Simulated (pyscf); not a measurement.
# Four-centre exchange: HO–Al(OH)–F + hydrogen (H₂) → HO–Al(OH)–F + hydrogen (H₂)

Gas phase, singlet surface, charge 0. Bonds broken: O1–H5, H7–H8. Bonds formed: O1–H7, H5–H8. Single points on ωB97X-D3(BJ)/def2-SVP structures (PySCF, gas phase).

Transition state (Å):

```xyz
8

O      0.0668    -0.0782    -0.0473
Al    -1.5715     0.0976    -0.4971
O     -1.9650     0.6183    -2.0513
F     -2.7402    -0.2552     0.6270
H      0.9571    -0.3591     0.7273
H     -2.8441     0.7516    -2.4096
H      1.2598    -0.0345    -0.2677
H      2.0385    -0.3027     0.4776
```

One imaginary mode, 2831i cm⁻¹; descent along it reached the two sides named.

```csv
bond,change,reactant side (Å),saddle,product side
O1–H5,breaks,0.959,1.213,2.441
H7–H8,breaks,0.762,1.111,3.5
O1–H7,forms,2.434,1.214,0.959
H5–H8,forms,3.4,1.111,0.762
```

Electronic energies relative to the separated reactants (kJ/mol):

```
level                   barrier  reaction energy  reverse barrier
----------------------  -------  ---------------  ---------------
ωB97X-D3(BJ)/def2-TZVP    294.9              0.0            294.9
PBE/def2-TZVP             253.2              0.0            253.2
r²SCAN/def2-TZVP          274.0              0.0            274.0
B3LYP-D3(BJ)/def2-TZVP    283.5              0.0            283.5
PBE0-D3(BJ)/def2-TZVP     274.8              0.0            274.8
M06-2X/def2-TZVP          298.2              0.0            298.2
ωB97M-D3(BJ)/def2-TZVP    287.1              0.0            287.1
HF/def2-TZVP              373.0              0.0            373.0
```

With ωB97M-D3(BJ)/def2-TZVP energies and thermal terms (ideal gas, 1 atm, RRHO with modes under 100 cm⁻¹ raised to 100, one conformer, R ln 2 for chiral ones without a mode under 150 cm⁻¹), in kJ/mol:

```json
[
 {"T (K)": "298", "ΔH‡": "278.0", "ΔG‡": "309.0", "ΔH": "0.0", "ΔG": "0.0"},
 {"T (K)": "600", "ΔH‡": "275.2", "ΔG‡": "341.6", "ΔH": "0.0", "ΔG": "0.0"},
 {"T (K)": "900", "ΔH‡": "275.2", "ΔG‡": "374.9", "ΔH": "0.0", "ΔG": "0.0"},
 {"T (K)": "1200", "ΔH‡": "276.9", "ΔG‡": "407.9", "ΔH": "0.0", "ΔG": "0.0"}
]
```

One saddle was located; it need not be the lowest between these sides.
